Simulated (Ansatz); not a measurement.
in.yaml

```yaml
crystal:
  periodic: [false, false, false]
  atoms:
    - {symbol: Cl, position_ang: [-0.842430, 0.017719, 0.000000]}
    - {symbol: H, position_ang: [0.634570, 0.017719, 0.000000]}
    - {symbol: O, position_ang: [1.703570, 0.017719, 0.000000]}
    - {symbol: H, position_ang: [1.955429, -0.922231, 0.000000]}
basis:
  gaussian: {orbitals: def2-SVP, fitting: {mean_field: def2-universal-jkfit}}
magnetization: {spin_polarized: false, initial_magnetization: 1}
hamiltonian: {pseudopotentials: {relativity: scalar}}
correlation: {active_space: {window: {electrons: 5, orbitals: 6}, states: [{multiplicity: 2, weights: [1, 1]}], root: 0}}
```

```sh
$ ansatz run in.yaml --threads 1 --pin off --events-out ev --progress --plain --max-ram 2393MiB
```

Log:

```
241 factors; integrals over basis functions are off by at most 1.9e-1 eV
mean field evaluation 1: about -14597.6517 eV, gradient 2.6e1 eV
mean field evaluation 2: about -14598.2781 eV, gradient 2.0e1 eV
mean field evaluation 4: about -14599.2090 eV, gradient 9.5e-1 eV
mean field evaluation 8: about -14599.2734 eV, gradient 1.4e-1 eV
mean field evaluation 16: about -14598.4472 eV, gradient 1.3e1 eV
mean field evaluation 32: about -14599.0426 eV, gradient 1.5e0 eV
mean field evaluation 64: about -14597.7045 eV, gradient 2.6e1 eV
mean field -14599.27346873 eV, -536.5134042328 hartree, gradient 8.4e-7 eV, S^2 0.750000; 13 other end points of the search recorded, 0 dependent functions left out
reference -14599.27346873 eV, -536.5134042328 hartree; 14, 13 occupied and 28, 29 virtual orbitals, 241 factors
state -14600.48421824 eV, -536.5578984565 hartree
state -14599.81628706 eV, -536.5333524385 hartree
2 active orbitals were swapped for others, from the solution at -14599.98294780 eV, -536.5394771078 hartree to that at -14600.15025265 eV, -536.5456254475 hartree; typed "places" are swapped only where nearly empty or full, and so, without "given_window_search", are "orbital_numbers", "shells" and a window whose orbitals a file names under [Active]
Total energy: -14600.48421824 eV, -536.5578984565 hartree
Relativity: scalar
```

Natural occupations, averaged over the states: 1.9763 1.4936 1.4890 0.0284 0.0068 0.0060.

Ran on 1 thread of Arm Neoverse V2, shared host: 6 s wall, 0.15 GiB peak host memory.
